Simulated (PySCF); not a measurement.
C₃H₂F₂.
Geometry (PBE0-D3(BJ)/def2-TZVP, Å), atoms numbered from 1 in this order:
```xyz
7
C3H2F2 angstrom
F      2.1553   -0.8549    0.0404
C      1.2440    0.0697    0.3590
C      0.0006   -0.0100   -0.0043
C     -1.2390    0.0103   -0.3881
F     -2.2268   -0.5453    0.3207
H      1.6638    0.8750    0.9526
H     -1.5950    0.4633   -1.3074
```

Computed with PBE0-D3(BJ)/def2-TZVP geometry optimisation, gas phase in PySCF 2.14.0.

Masses are those of the commonest isotopes; rigid-rotor values at the optimised geometry. 

(1) What are A, B and C (MHz)?

(2) What kind of rotor is it?

(3) Is it planar, by Δ = Ic − Ia − Ib?

(4) Predict some low-J microwave lines.

(5) Estimate the classical rotational partition function at 10 K, 200 K and 500 K.

Results:

(1) Ia = 19.64, Ib = 232.44, Ic = 237.94 u·Å²; 505379 MHz·u·Å²/I gives A = 25726, B = 2174, C = 2124 MHz.

(2) A near-prolate asymmetric top. Ray's parameter κ = (2B − A − C)/(A − C) = -0.996; −1 is the prolate and +1 the oblate limit.

(3) Not planar: Δ = Ic − Ia − Ib = -14.14 u·Å². For a rigid frame Δ = −2 Σ m c², so Σ m c² = 7.07 u·Å² lies off the ab plane: 2.64 from hydrogen and 4.43 from heavier atoms. The atom farthest from that plane is 1.15 Å away.

(4) The dipole components are |μa| = 0.00 D, |μb| = 1.68 D, |μc| = 0.00 D; the symmetry axis of this C2 structure is b, so μa and μc vanish by symmetry and there are no a-type or c-type lines. Some lines, for components of 0.1 D or more:

```
type  branch         J(Ka,Kc)     MHz  lower level (cm⁻¹)
   b       Q  1(1,0) ← 1(0,1)   23602               0.143
   b       Q  3(1,2) ← 3(0,3)   23728               0.860
   b       Q  4(1,3) ← 4(0,4)   23830               1.434
   b       R  5(1,5) ← 4(0,4)   44691               1.434
   b       Q  2(2,1) ← 2(1,2)   70806               1.214
   b       Q  4(2,3) ← 4(1,4)   70983               2.212
   b       Q  5(2,4) ← 5(1,5)   71109               2.924
   b       R  3(2,2) ← 2(1,1)   83550               1.219
   b       Q  3(3,0) ← 3(2,1)  117885               4.006
   b       Q  4(3,2) ← 4(2,3)  117885               4.579
   b       R  3(3,0) ← 2(2,1)  130780               3.576
   b       R  4(4,1) ← 3(3,0)  182232               7.938
   b       R  5(4,2) ← 4(3,1)  186530               8.512
```

(5) Point group C2, symmetry number σ = 2; q = (√π/σ)·√((kT/h)³/(ABC)), k/h = 20836.6 MHz/K: 245 at 10 K, 21900 at 200 K, 86500 at 500 K.

No PBE0-D3(BJ)/def2-TZVP frequencies stand behind this structure, so it isn't proved a minimum. Constants of a rigid frame at the computed geometry: no zero-point averaging, no centrifugal distortion.
